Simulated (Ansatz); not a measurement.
The input, for Ansatz 0.2.0:

```yaml
crystal:
  periodic: [false, false, false]
  atoms:
    - {symbol: B, position_ang: [-0.003488, 0.003500, 0.007558]}
    - {symbol: H, position_ang: [0.468986, 0.489795, 1.064862]}
    - {symbol: H, position_ang: [-0.489279, -0.467384, 1.065803]}
    - {symbol: H, position_ang: [-0.475401, 0.474902, -1.056719]}
    - {symbol: H, position_ang: [0.533110, -0.534850, -1.155009]}
basis:
  gaussian: {orbitals: 6-31G}
total_charge: 1
magnetization: {spin_polarized: false, initial_magnetization: 2}
correlation: {method: ccsdt, electrons: valence}
scf: {lower_state_search: off}
output: {forces: true}
```

```sh
$ ansatz run in.yaml --threads 1 --pin off --events-out ev --progress --plain --max-ram 2393MiB
```

The program prints:

```
these checks for a lower state are left out or cut short: starts, cluster_reference, orbital_swaps, neighbouring_geometries, increment
393 factors; integrals over basis functions are off by at most 9.4e-8 eV
mean field evaluation 1: about -719.3895 eV, gradient 9.7e0 eV
mean field evaluation 2: about -719.3917 eV, gradient 9.7e0 eV
mean field evaluation 4: about -719.8117 eV, gradient 3.9e-1 eV
mean field evaluation 8: about -719.8129 eV, gradient 8.0e-7 eV
mean field -719.81286315 eV, -26.4526348140 hartree, gradient 2.8e-6 eV, S^2 2.000000; 0 other end points of the search recorded, 0 dependent functions left out
1 core orbitals not correlated: weight in the atoms' cores, before any rotation towards them, 1.000 or more for the frozen orbitals, at most 0.000 for the correlated occupied ones
reference -719.81286315 eV, -26.4526348140 hartree; 4, 2 occupied and 12, 14 virtual orbitals, 393 factors
second order -1.49921153 eV of doubles, -0.03765877 eV of singles
cycle   1  -1.89853076 eV  change   -3.6e-1 eV  update   4.8e-2
cycle   2  -2.09367896 eV  change   -2.0e-1 eV  update   2.1e-2
cycle   3  -2.11050688 eV  change   -1.7e-2 eV  update   5.9e-3
cycle   4  -2.11155352 eV  change   -1.0e-3 eV  update   1.9e-3
cycle   5  -2.11110170 eV  change    4.5e-4 eV  update   4.9e-4
cycle   6  -2.11126929 eV  change   -1.7e-4 eV  update   2.1e-4
cycle   7  -2.11131412 eV  change   -4.5e-5 eV  update   7.6e-5
cycle   8  -2.11127856 eV  change    3.6e-5 eV  update   2.5e-5
cycle   9  -2.11128295 eV  change   -4.4e-6 eV  update   1.1e-5
cycle  10  -2.11128463 eV  change   -1.7e-6 eV  update   4.0e-6
cycle  11  -2.11128415 eV  change    4.7e-7 eV  update   1.4e-6
cycle  12  -2.11128360 eV  change    5.6e-7 eV  update   4.1e-7
the calculation of the forces begins
Total energy: -721.92414675 eV, -26.5302230552 hartree
Atom 0 at    -0.003488     0.003500     0.007558 Å, force     0.319634    -0.321447    -1.475941 eV/Å
Atom 1 at     0.468986     0.489795     1.064862 Å, force     0.335284     0.232930    -0.070443 eV/Å
Atom 2 at    -0.489279    -0.467384     1.065803 Å, force    -0.233379    -0.335089    -0.069884 eV/Å
Atom 3 at    -0.475401     0.474902    -1.056719 Å, force    -0.168016     0.168486     0.284455 eV/Å
Atom 4 at     0.533110    -0.534850    -1.155009 Å, force    -0.253523     0.255120     1.331813 eV/Å
Dipole moment:     0.027932    -0.027962     0.002198 e Å
Checks for a lower state left out: starts, cluster_reference, orbital_swaps, neighbouring_geometries, increment
```

Forces (eV/Å):
```
B    0.320 -0.321 -1.476
H    0.335  0.233 -0.070
H   -0.233 -0.335 -0.070
H   -0.168  0.168  0.284
H   -0.254  0.255  1.332
```

Ran on 1 thread of Arm Neoverse V1, shared host: 1.3 s wall, 0.09 GiB peak host memory.
